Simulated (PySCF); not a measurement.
## Adding and removing an electron: SiS

RHF-MP2; basis Si def2-TZVPPD, S def2-TZVPPD; no relativity; PySCF 2.14. Neutral (RHF): singlet (closed shell), Re = 1.941 Å, ωe = 752 cm⁻¹, De = 6.30 eV.

SiS⁻ (UHF): doublet (π ↑), Re = 2.035 Å, ωe = 624 cm⁻¹. The energies at the minima are -686.75836 hartree for SiS and -686.76909 for SiS⁻.

Q: Work out the adiabatic electron affinity, without and with harmonic zero-point energies (1 hartree = 27.2114 eV, 1 eV = 8065.5 cm⁻¹), and the change of the bond length.

A: At MP2: 0.01073 hartree = 0.292 eV between the minima; the zero-point term (752.0 − 624.0)/2 cm⁻¹ = +0.008 eV makes it 0.300 eV. Re changes by +9.4 pm against the neutral. The electron enters a π orbital, and the longer bond of the ion fits an antibonding orbital, or a change in how ionic the bond is.

Correlated steps freeze 10 core orbitals. Where the molecule has an RHF reference, its open-shell atoms are computed with UHF. States were picked by a PBE0 search and need not be the measured ground states.

Neutral and ion stand on different kinds of reference determinant, which adds to the error of the difference.
